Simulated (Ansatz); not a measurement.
Problem. Name a neutral molecule of C, N, S and H with size of the dipole moment (ωB97M-V/def2-TZVPP) between 1.30 and 1.60 D and ideal-gas entropy at 298 K and 1 bar (rigid rotor, harmonic PBE0-D4/def2-TZVP) between 307 and 323 J/(mol·K) (Ansatz, PBE0-D4/def2-TZVP geometry).

Solution. `C1=NCNCS1` (1.45 D, 316 J/(mol·K)); `CSCN` (1.50 D, 316 J/(mol·K)); `N=c1sss1` (1.47 D, 318 J/(mol·K)). Other molecules can fit too; these were computed, each in one conformer that needn't be the lowest.
